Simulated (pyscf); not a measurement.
Optimised with ωB97X-D3(BJ)/def2-SVP in PySCF.

SMILES: [OH][Nb]([F])([Cl])([Cl])[Cl]
```xyz
7

O      1.1947    -0.5970     0.8435
Nb     0.0063     0.5990     0.0985
F     -1.1957     1.8129    -0.6609
Cl    -0.2763    -0.7237    -1.7376
Cl    -1.4125     0.4031     1.8725
Cl     1.5793     2.2498     0.0797
H      1.8218    -1.2158     1.2269
```

Q: How much does it cost (ΔH, 298 K, ωB97M-D3(BJ)/def2-TZVP) to split HO–Nb(F)(Cl)(Cl)–Cl (SMILES [OH][Nb]([F])([Cl])([Cl])[Cl]) at its F–Nb bond into [HO–Nb(Cl)(Cl)–Cl]• + F•?

A: F–Nb to [HO–Nb(Cl)(Cl)–Cl]• + F•: 105.4 kcal/mol. The 7 functionals that were run give +103.7 (M06-2X) to +119.9 kcal/mol (PBE). The radicals are drawn with the spin at the cut bond; how far it spreads was not checked. Other isomers of [HO–Nb(Cl)(Cl)–Cl]• were not searched in full and may lie lower. Left out: the spin-orbit lowering of F. Open-shell species with a d-block atom are single-reference here; other states, and whether the spin sits on metal or ligand, were not checked. Elements past Kr carry the def2 core potentials, without spin-orbit coupling.
